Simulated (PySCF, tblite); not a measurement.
# C6H9 radical: geometry, infrared bands and EPR parameters

Aim: predict the infrared bands and EPR parameters of C6H9 radical (`C[CH][C@H]1C=C1C`).

Computed with tblite 0.8.0 and PySCF 2.14.0, with density-fitted response routines of our own, on a single molecule in the gas phase. Atoms are numbered from 0 throughout.

### 1 The starting structure

15 atoms, charge 0, multiplicity 2; geometry from: force field or distance geometry start.

Bonds of the start (Å): C0–C1 1.51, C1–C2 1.53, C2–C3 1.48, C3–C4 1.33, C4–C5 1.49, C4–C2 1.48, C0–H6 1.12, C0–H7 1.11, C0–H8 1.10, C1–H9 1.11, C2–H10 1.11, C3–H11 1.09, C5–H12 1.10, C5–H13 1.11, C5–H14 1.12.

### 2 Optimising the geometry with GFN2-xTB

What the job is given:

```
{"job": {"kind": "relax", "xc": "GFN2-xTB", "basis": "xTB"}, "charge": 0, "multiplicity": 2}
C     -2.298800     0.502800     0.261200
C     -1.250400    -0.045400    -0.672400
C     -0.249000    -0.896900     0.109700
C      0.876500    -1.534600    -0.618800
C      1.139300    -0.390900     0.007100
C      2.185500     0.628600     0.297900
H     -3.286700     0.012900     0.087700
H     -2.037400     0.369000     1.332900
H     -2.384400     1.581400     0.045800
H     -0.697900     0.836500    -1.071400
H     -0.531400    -1.262900     1.122000
H      1.229200    -2.378100    -1.207900
H      2.850900     0.690800    -0.580100
H      2.722400     0.277100     1.206500
H      1.727700     1.617700     0.549300
```

Command:

```sh
> OMP_NUM_THREADS=1 python probes_run.py task.json out
```

One launch serves the whole session: the jobs run in the order shown.

The log of the run:

```text
step      E/eV     max force
  0    -469.07264    3.173
  1    -469.37677    2.048
  2    -469.55060    1.466
  3    -469.61387    1.831
  4    -469.68235    0.708
  5    -469.74827    0.670
  6    -469.81989    0.813
  7    -469.85047    0.530
  8    -469.87782    0.305
  9    -469.89416    0.356
 10    -469.91058    0.334
 11    -469.92109    0.240
 12    -469.92731    0.197
 13    -469.93248    0.239
 14    -469.93829    0.225
 15    -469.94455    0.208
 16    -469.94969    0.169
 17    -469.95351    0.151
 18    -469.95736    0.166
 19    -469.96223    0.171
 20    -469.96660    0.183
 21    -469.96987    0.168
 22    -469.97278    0.148
 23    -469.97656    0.198
 24    -469.98036    0.156
 25    -469.98293    0.115
 26    -469.98436    0.100
 27    -469.98547    0.079
 28    -469.98663    0.078
 29    -469.98781    0.082
 30    -469.98885    0.102
 31    -469.99004    0.094
 32    -469.99156    0.113
 33    -469.99328    0.095
 34    -469.99471    0.083
 35    -469.99575    0.087
 36    -469.99661    0.072
 37    -469.99743    0.071
 38    -469.99817    0.071
 39    -469.99889    0.075
 40    -469.99967    0.071
 41    -470.00053    0.070
 42    -470.00130    0.069
 43    -470.00186    0.062
 44    -470.00223    0.054
 45    -470.00258    0.048
 46    -470.00297    0.061
 47    -470.00342    0.058
 48    -470.00393    0.057
 49    -470.00448    0.065
 50    -470.00507    0.071
 51    -470.00563    0.057
 52    -470.00609    0.049
 53    -470.00645    0.045
 54    -470.00679    0.055
 55    -470.00712    0.066
 56    -470.00745    0.056
 57    -470.00782    0.045
 58    -470.00827    0.054
 59    -470.00889    0.065
 60    -470.00976    0.087
 61    -470.01083    0.089
 62    -470.01184    0.067
 63    -470.01265    0.082
 64    -470.01332    0.068
 65    -470.01415    0.083
 66    -470.01491    0.069
 67    -470.01549    0.050
 68    -470.01565    0.045
 69    -470.01603    0.049
 70    -470.01642    0.048
 71    -470.01683    0.044
 72    -470.01715    0.051
 73    -470.01748    0.044
 74    -470.01784    0.060
 75    -470.01820    0.063
 76    -470.01846    0.051
 77    -470.01873    0.042
 78    -470.01900    0.047
 79    -470.01926    0.038
 80    -470.01944    0.025
 81    -470.01954    0.021
 82    -470.01961    0.020
 83    -470.01969    0.021
 84    -470.01977    0.016
 85    -470.01982    0.017
 86    -470.01985    0.015
 87    -470.01989    0.012
 88    -470.01992    0.013
 89    -470.01995    0.014
 90    -470.01997    0.015
 91    -470.02000    0.015
 92    -470.02004    0.013
 93    -470.02011    0.019
 94    -470.02019    0.024
 95    -470.02031    0.035
 96    -470.02053    0.054
 97    -470.02092    0.074
 98    -470.02148    0.080
 99    -470.02203    0.057
100    -470.02180    0.095
101    -470.02256    0.046
102    -470.02268    0.032
103    -470.02285    0.022
104    -470.02306    0.021
105    -470.02315    0.022
106    -470.02320    0.020
107    -470.02324    0.022
108    -470.02328    0.015
109    -470.02333    0.029
110    -470.02335    0.021
111    -470.02337    0.010
112    -470.02338    0.009
```

Wall time 0.52 s (1 thread of Arm Neoverse V1, shared host).

Step by step: (not every step is listed)

| step | energy from step 0 (eV) | largest force (eV/Å) |
| --- | --- | --- |
| 0 | 0.0000 | 3.1733 |
| 1 | -0.3041 | 2.0484 |
| 2 | -0.4780 | 1.4657 |
| 3 | -0.5412 | 1.8313 |
| 4 | -0.6097 | 0.7080 |
| 5 | -0.6756 | 0.6704 |
| 6 | -0.7473 | 0.8128 |
| 7 | -0.7778 | 0.5301 |
| 8 | -0.8052 | 0.3055 |
| 17 | -0.8809 | 0.1513 |
| 26 | -0.9117 | 0.0997 |
| 35 | -0.9231 | 0.0868 |
| 44 | -0.9296 | 0.0544 |
| 53 | -0.9338 | 0.0447 |
| 62 | -0.9392 | 0.0672 |
| 71 | -0.9442 | 0.0439 |
| 80 | -0.9468 | 0.0253 |
| 89 | -0.9473 | 0.0144 |
| 98 | -0.9488 | 0.0796 |
| 107 | -0.9506 | 0.0218 |
| 108 | -0.9506 | 0.0148 |
| 109 | -0.9507 | 0.0286 |
| 110 | -0.9507 | 0.0214 |
| 111 | -0.9507 | 0.0103 |
| 112 | -0.9507 | 0.0093 |

Distances of close pairs at the start and the end, largest changes first:

| bond | before (Å) | after (Å) | change (Å) |
| --- | --- | --- | --- |
| C1–C2 | 1.530 | 1.437 | -0.093 |
| C2–C4 | 1.481 | 1.532 | +0.051 |
| C2–C3 | 1.485 | 1.529 | +0.044 |
| C1–H9 | 1.115 | 1.078 | -0.036 |
| C3–C4 | 1.330 | 1.296 | -0.034 |
| C5–H14 | 1.119 | 1.090 | -0.028 |
| C0–C1 | 1.507 | 1.481 | -0.026 |
| C3–H11 | 1.088 | 1.062 | -0.025 |

The final coordinates are the input of the step that follows.

### 3 Harmonic vibrations with GFN2-xTB

What the job is given:

```
{"job": {"kind": "ir", "xc": "GFN2-xTB", "basis": "xTB"}, "charge": 0, "multiplicity": 2}
C     -2.464151     0.438486     0.305450
C     -1.157214     0.183131    -0.343570
C     -0.144274    -0.653266     0.237893
C      0.845539    -1.413647    -0.644673
C      1.339798    -0.385126    -0.029977
C      2.414046     0.561022     0.280754
H     -3.290522     0.035441    -0.290022
H     -2.501082    -0.018893     1.291958
H     -2.651311     1.511162     0.411312
H     -0.967169     0.630899    -1.305885
H     -0.411364    -1.095746     1.196568
H      0.933756    -2.215109    -1.336605
H      3.328340     0.296727    -0.249940
H      2.611365     0.565393     1.353588
H      2.109830     1.567515    -0.007326
```

The log of the run:

```text
mode    cm-1     km/mol
  1      68.5      2.09
  2      87.4      0.48
  3     100.5      0.14
  4     173.3      1.84
  5     261.6      2.34
  6     309.6      1.08
  7     397.4      2.29
  8     460.2      0.96
  9     523.3     12.15
 10     638.3      8.00
 11     643.5     27.71
 12     883.9      9.14
 13     921.9     18.49
 14     988.8     14.62
 15    1000.9      4.24
 16    1005.0      4.17
 17    1032.2      6.07
 18    1042.3     23.13
 19    1112.7      5.20
 20    1148.9     31.92
 21    1187.7      2.16
 22    1283.3     22.58
 23    1384.5      3.16
 24    1395.4     13.35
 25    1402.1      0.20
 26    1457.3      5.79
 27    1464.2      7.22
 28    1470.4      3.35
 29    1495.3      2.32
 30    1890.1     39.21
 31    2901.9     42.25
 32    2943.5     61.46
 33    2958.3     72.02
 34    2989.9     22.59
 35    3003.4     35.80
 36    3005.4     19.53
 37    3028.2     35.76
 38    3092.6     69.44
 39    3210.2     12.39
```

It took 0.34 s on 1 thread of Arm Neoverse V1, shared host.

The strongest bands and the atoms that carry them (share of the mass-weighted mode):

| cm⁻¹ | km/mol | atoms |
| --- | --- | --- |
| 1149 | 31.9 | C2 31 %, C4 24 %, C3 11 % |
| 1890 | 39.2 | C4 61 %, C3 31 % |
| 2902 | 42.2 | H6 70 %, H8 22 % |
| 2944 | 61.5 | H8 71 %, H6 24 % |
| 2958 | 72.0 | H10 93 % |
| 3003 | 35.8 | H12 80 %, H14 11 % |
| 3028 | 35.8 | H7 93 % |
| 3093 | 69.4 | H9 92 % |

### 4 EPR parameters: B3LYP/pcH-1

The job, as its differences from that of step 3:

```diff
@@ -1,2 +1,2 @@
-{"job": {"kind": "ir", "xc": "GFN2-xTB", "basis": "xTB"}, "charge": 0, "multiplicity": 2}
+{"job": {"kind": "epr", "basis": "pcH-1"}, "charge": 0, "multiplicity": 2}
 C     -2.464151     0.438486     0.305450
```

With the program's defaults for keys left out, this is: UKS B3LYP, pcH-1 on C H, non-relativistic, mean-field spin-orbit, GIAO.

The log of the run:

```text
UKS, coarse grid
  cycle   1  E = -233.88255467  |g| = 3.11e-01
  cycle   2  E = -233.87659055  |g| = 3.38e-01
  cycle   3  E = -233.93782292  |g| = 3.33e-02
  cycle   4  E = -233.93810345  |g| = 2.71e-02
  cycle   5  E = -233.93849351  |g| = 4.86e-03
  cycle   6  E = -233.93850754  |g| = 3.54e-03
  cycle   7  E = -233.93851345  |g| = 1.53e-03
  cycle   8  E = -233.93851436  |g| = 4.26e-04
UKS, final grid
  cycle   1  E = -233.93851982  |g| = 5.91e-04
  cycle   2  E = -233.93851951  |g| = 9.92e-04
  cycle   3  E = -233.93851998  |g| = 1.61e-04
  cycle   4  E = -233.93851999  |g| = 1.56e-05
  cycle   5  E = -233.93851999  |g| = 1.21e-05
E = -233.93851999 Eh   <S^2> = 0.7556 (exact 0.7500)
g shifts (ppm)      1          2          3
  rmc          -149       -149       -149
  gc              4         17         47
  oz_so        -303        595        788
  total        -448        463        686
hyperfine (MHz)  atom isotope    a_iso     a_fc   dipolar eigenvalues
    0   13C     -32.15     -32.15     -2.20      0.51      1.69
    1   13C      80.04      80.04    -73.65    -72.89    146.54
    2   13C     -40.75     -40.75     -3.25     -1.13      4.38
    3   13C      79.60      79.60     -9.09     -7.92     17.01
    4   13C      71.10      71.10    -10.01     -9.39     19.40
    5   13C       8.59       8.59     -1.67     -1.27      2.94
    6    1H     112.81     112.81     -4.83     -3.41      8.24
    7    1H       3.47       3.47     -4.32     -3.44      7.77
    8    1H      94.39      94.39     -4.69     -3.59      8.28
    9    1H     -56.09     -56.09    -34.38     -0.21     34.59
   10    1H       0.71       0.71     -4.01     -1.91      5.92
   11    1H      23.90      23.90     -4.30     -1.71      6.01
   12    1H       9.77       9.77     -1.75     -0.72      2.47
   13    1H       4.82       4.82     -1.96     -1.38      3.34
   14    1H      -1.24      -1.24     -2.55     -0.71      3.26
```

Wall time 47 s (1 thread of Arm Neoverse V1, shared host); peak memory 0.84 GiB.

Principal g values 2.00187, 2.00278, 2.00301; g(iso) = 2.00255, against 2.00232 for a free electron.

Hyperfine couplings; where a row names several nuclei, a(iso) is their mean (it holds for fast rotation or exchange) and the dipolar term the largest among them:

| nuclei | isotope | a(iso) (MHz) | a(iso) (G, at g = 2.0023) | largest dipolar term (MHz) |
| --- | --- | --- | --- | --- |
| C1 | 13C | 80.0 | 28.6 | 146.5 |
| C3 | 13C | 79.6 | 28.4 | 17.0 |
| C4 | 13C | 71.1 | 25.4 | 19.4 |
| H6, H7, H8 | 1H | 70.2 | 25.1 | 8.3 |
| H9 | 1H | -56.1 | -20.0 | 34.6 |
| C2 | 13C | -40.7 | -14.5 | 4.4 |
| C0 | 13C | -32.2 | -11.5 | -2.2 |
| H11 | 1H | 23.9 | 8.5 | 6.0 |
| C5 | 13C | 8.6 | 3.1 | 2.9 |
| H12, H13, H14 | 1H | 4.5 | 1.6 | 3.3 |
| H10 | 1H | 0.7 | 0.3 | 5.9 |

Mulliken spin populations:

C0 -0.08; C1 0.94; C2 -0.10; C3 0.09; C4 0.09; C5 0.01; H6 0.04; H7 0.00; H8 0.04; H9 -0.04; H10 0.00; H11 0.01; H12 0.01; H13 0.00; H14 0.00

In first order the couplings over 0.8 MHz of 1H give 64 distinct lines over 108.5 G, if the averaged nuclei exchange fast.

The fields below are evaluated on a grid from the run's orbitals.

ELF in a plane through or near 6 of the atoms.

Ten even steps from '0' (0.00) to '9' (1.00):
```
0000000000000000000000000000
0000000000000000000000000000
0000000000000000000000000000
0000000000000000000000000000
0000000001000000000110000000
0000000168620000002897200000
0000001599950001007999710000
0000233599820025316999600000
0002898747510037655897200000
0006999957754157278368851000
0003999636455366338699995000
0000231015886446774289993000
0000000015754642452028850000
0000000003776630010000000000
0000000017999710000000000000
0000000018999700000000000000
0000000004898300000000000000
0000000000000000000000000000
0000000000000000000000000000
0000000000000000000000000000
```
The map spans 11.8 Å across and 10.3 Å up, centred on the molecule. Atoms in the plane (x, y in Å): C1 (1.2, -0.1), H6 (3.3, -0.3), H8 (2.7, 1.4), H11 (-1.1, -2.5), H12 (-3.3, 0.3), H14 (-2.0, 1.5).

On the surface of density 0.002 e/bohr³ the electrostatic potential runs, from the 1st to the 99th percentile, from -0.63 V near C1 to 0.87 V near H11.

The spin density lies nearest to C1 56 %; H9 10 %; C3, C4 about 7 % each.

### 5 Outcome

```
                                 quantity                 value
strongest single infrared mode (GFN2-xTB)  2958 cm⁻¹, 72 km/mol
             zero-point energy (GFN2-xTB)         77.7 kcal/mol
                           g(iso) (B3LYP)               2.00255
                                     ⟨S²⟩    0.756 (exact 0.75)
       largest a(iso) (averaged by class)   13C on C1, 80.0 MHz
    surface potential, 1st and 99th percentile    -0.63 V and 0.87 V
```

**Reading.** The optimisation took 112 steps and gained 0.951 eV; among the close pairs (by a distance rule), C1–C2 changed most, from 1.530 to 1.437 Å. All 39 modes are real, so the xTB geometry is a minimum. The strongest single mode, at 2958 cm⁻¹, moves mainly H10. GFN2-xTB is a fitted tight-binding method: band positions and strengths are rough. Its intensities can rank the bands wrongly. C1 carries the largest spin population, 0.94 e. The isotropic g lies 0.2 ppt above the free-electron value.
